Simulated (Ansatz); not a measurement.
C₂H₅N, singlet: a pair in one relaxed arrangement.

in.yaml

```yaml
crystal:
  periodic: [false, false, false]
  atoms:
    - {symbol: C, position_ang: [-0.011923, 0.046501, -1.875222]}
    - {symbol: H, position_ang: [-0.915903, -0.430405, -2.254367]}
    - {symbol: H, position_ang: [0.017924, 1.082637, -2.212682]}
    - {symbol: H, position_ang: [0.861842, -0.482227, -2.256441]}
    - {symbol: H, position_ang: [-0.011528, 0.016259, -0.786158]}
    - {symbol: C, position_ang: [0.020285, -0.078091, 3.153768]}
    - {symbol: N, position_ang: [0.002059, -0.055141, 2.008760]}
    - {symbol: H, position_ang: [0.037244, -0.099532, 4.222242]}
basis:
  gaussian: {orbitals: def2-SVP}
hamiltonian: {xc: pbe, dispersion: d4}
```

Command:

```bash
ansatz run in.yaml --threads 2 --pin off --events-out ev --progress --plain --max-ram 5222MiB
```

What Ansatz 0.2.0 printed:

```
Functional definition: PBE
  name "PBE"
  cite "Perdew, Burke & Ernzerhof, Phys. Rev. Lett. 77, 3865 (1996) doi:10.1103/PhysRevLett.77.3865"
  parent pbe
  parameter kappa = 0.804
  parameter beta = 0.06672455060314922
  exchange = pbe_x(kappa = kappa, mu = beta*pi^2/3)
  correlation = pbe_c(beta = beta)
778 factors; their error is unknown
mean field evaluation 1: about -3627.7697 eV, gradient 6.1e1 eV
mean field evaluation 2: about -3611.5690 eV, gradient 9.8e1 eV
mean field evaluation 4: about -3636.8716 eV, gradient 4.1e0 eV
mean field evaluation 8: about -3636.9169 eV, gradient 2.9e-1 eV
mean field evaluation 16: about -3636.8883 eV, gradient 6.3e-5 eV
mean field -3636.88829799 eV, -133.6531797797 hartree, gradient 6.3e-5 eV, S^2 0.000000; 0 other end points of the search recorded, 0 dependent functions left out
reference -3636.88833029 eV, -133.6531809666 hartree; 12, 12 occupied and 55, 55 virtual orbitals, 778 factors
Total energy: -3636.94171992 eV, -133.6551429995 hartree
```

The lines “mean field evaluation” count trial sets of orbitals through the whole run, from several starts and some on an approximate energy, so they need not fall steadily or lie above the final value.

The run took about 0.55 s on 2 CPU threads of an Arm Neoverse V1 (shared host).
